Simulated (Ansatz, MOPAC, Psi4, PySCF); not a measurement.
System: dilithium, Li2 (charge 0, singlet). SMILES: [Li][Li]
Geometry: optimised at B3LYP-D3(BJ)/def2-TZVP (Ansatz, an electronic-structure program).

Property: enthalpy of formation at 298 K, in kcal/mol. Terms: frozen cores in correlated levels; non-relativistic; 6-311+G** with 5d; spin-orbit terms left out; 6-31G* and kin with 6d, 5d where marked; open shells spin-unrestricted; LANL2DZ all-electron up to Ne. Ab initio and DFT rows: single points at B3LYP-D3(BJ) geometries (Ansatz), with unscaled harmonic terms from B3LYP/6-31G* at its own minima, enthalpies of formation by atomisation with measured atoms. Semi-empirical rows: MOPAC heats of formation at their own minima for 298 K. The Hartree-Fock reference of [Li][Li] is unstable towards a lower, spin-broken solution.

Measured values: G2/97 table in ASE (Curtiss et al.); they hold spin-orbit and core effects, anharmonicity. 

Value to compare with, the measured value: 51.6 kcal/mol.

```
level             program  enthalpy of formation at 298 K (kcal/mol)  error
----------------  -------  -----------------------------------------  -----
AM1                 MOPAC                                       61.0    9.4
HF/STO-3G          Ansatz                                       71.2   19.6
SVWN5/6-31G*       Ansatz                                       53.0    1.4
PBE/STO-3G         Ansatz                                       51.9    0.3
PBE/3-21G          Ansatz                                       55.6    4.0
PBE/LANL2DZ        Ansatz                                       56.5    4.9
PBE/6-311+G**      Ansatz                                       55.7    4.1
BP86/6-31G* (5d)    PySCF                                       56.1    4.5
B3LYP/LANL2DZ      Ansatz                                       55.5    3.9
B3LYP/cc-pVDZ      Ansatz                                       55.2    3.6
B3LYP/6-311+G**    Ansatz                                       55.2    3.6
wB97X-D/6-31G*       Psi4                                       57.2    5.6
MP2/6-31G*         Ansatz                                       61.8   10.2
PBE/def2-TZVPD     Ansatz                                       56.3    4.7
```

Among the 13 habitual levels, HF/STO-3G lies farthest from the measured value (19.6 kcal/mol) and PBE/STO-3G nearest (0.3); 13 of 13 lie above it, and their mean absolute error is 5.8 kcal/mol, the median 4.1. One case shows no general order.

The levels are drawn from those run, B3LYP/6-31G* more often than the rest, none by its result; runs whose electronic state is in doubt are left out.
